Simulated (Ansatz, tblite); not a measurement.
# The cluster Cu2O2: rung by rung

Aim: run the singlet of the cluster Cu2O2 at one geometry on many levels, and compare frontier levels, spin and run time.

The runs use Ansatz 0.2.0, Gaussian basis; as each input shows.

Plan: GFN1-xTB, GFN2-xTB, PBE-D4/def2-TZVP, r2SCAN-D4/def2-TZVP, ωB97X-V/def2-TZVP, B3LYP-D4/def2-TZVP, LC-ωPBE/def2-TZVP, BLYP-D4/def2-TZVP, HF/def2-TZVP, PBE-D4/def2-SVP, PBE0-D4/def2-SVP, HF/6-31G, B3LYP-D4/6-31G, PBE0-D4/def2-TZVPD, PBE-D4/def2-TZVPD, r2SCAN-D4/def2-TZVPD, CCSD(T)/def2-TZVPP, MP2/def2-TZVP, RPA/def2-TZVP.

### 1 The relaxed structure

The singlet was relaxed beforehand with PBE0-D4/def2-SVP. At that level it is the lowest of the isomers that a small search found.

4 atoms, charge 0, spin multiplicity 1.

Bond lengths: Cu1–O3 1.801 Å, Cu1–O4 1.801 Å, Cu2–O3 1.801 Å, Cu2–O4 1.801 Å. Angles: O3–Cu1–O4 98.8°, O3–Cu2–O4 98.8°, Cu1–O3–Cu2 81.2°, Cu1–O4–Cu2 81.2°.

No spin-orbit coupling is included.

PBE0-D4/def2-TZVP was run before; its log isn't repeated, and its numbers join the tables.

### 2 GFN1-xTB

Tight binding, by tblite at 300 K electronic temperature and without a spin-polarisation term:

```python
tblite.interface.Calculator('GFN1-xTB', numbers, positions, charge=0, uhf=0).singlepoint()
```

Energy -498.2746 eV, HOMO -10.27 eV, LUMO -9.13 eV; 0.002 s.

### 3 GFN2-xTB

Tight binding, by tblite at 300 K electronic temperature and without a spin-polarisation term:

```python
tblite.interface.Calculator('GFN2-xTB', numbers, positions, charge=0, uhf=0).singlepoint()
```

Energy -430.2402 eV, HOMO -10.84 eV, LUMO -10.01 eV; 0.004 s.

### 4 PBE-D4/def2-TZVP

start.molden holds the orbitals of an earlier run on this state, given as this run's starting guess.

Input file in.yaml:

```yaml
crystal:
  periodic: [false, false, false]
  atoms:
    - {symbol: Cu, position_ang: [1.159092, -0.155766, 0.071812]}
    - {symbol: Cu, position_ang: [-1.159092, 0.155733, -0.071820]}
    - {symbol: O, position_ang: [0.125746, 0.326330, -1.321898]}
    - {symbol: O, position_ang: [-0.125756, -0.326297, 1.321905]}
basis:
  gaussian: {orbitals: def2-TZVP, initial_orbitals: start.molden}
hamiltonian: {xc: pbe, dispersion: d4}
scf: {omitted_lower_state_checks: [starts]}
output: {forces: true, orbitals: {seedname: orbitals}}
```

Launch:

```sh
$ ansatz run in.yaml --threads 4 --pin off --events-out ev --progress --plain --max-ram 3916MiB
```

After this run come: r2SCAN-D4/def2-TZVP; ωB97X-V/def2-TZVP; B3LYP-D4/def2-TZVP; LC-ωPBE/def2-TZVP; BLYP-D4/def2-TZVP; HF/def2-TZVP; PBE-D4/def2-SVP; PBE0-D4/def2-SVP; HF/6-31G; B3LYP-D4/6-31G; PBE0-D4/def2-TZVPD; PBE-D4/def2-TZVPD; r2SCAN-D4/def2-TZVPD; CCSD(T)/def2-TZVPP; MP2/def2-TZVP; RPA/def2-TZVP.

Q: Predict the results of all the runs planned. Wanted: gap in def2-TZVP, named functionals and Hartree-Fock, smallest and largest; correlation energy, CCSD(T)/def2-TZVPP; correlation energy, MP2/def2-TZVP; binding an atom, functionals in def2-TZVP; PBE0 total energy, smallest basis above largest.

As calculated:

| quantity | value |
| --- | --- |
| gap in def2-TZVP, named functionals and Hartree-Fock, smallest and largest | 0.44 eV (PBE-D4), 10.30 eV (HF) |
| correlation energy, CCSD(T)/def2-TZVPP | -41.58 eV |
| correlation energy, MP2/def2-TZVP | -40.53 eV |
| binding an atom, functionals in def2-TZVP | 2.02 (PBE0-D4) to 2.54 eV (PBE-D4) |
| PBE0 total energy, smallest basis above largest | 18.33 eV (def2-SVP, def2-TZVPD) |

**Reading.** Orbital gaps of the named functionals and Hartree-Fock in def2-TZVP span 0.44 eV (PBE-D4) to 10.30 eV (HF); exact exchange widens it. Notes on CCSD(T)/def2-TZVPP and its Hartree-Fock reference, which MP2 shares: restricted state is unstable towards broken spin symmetry.
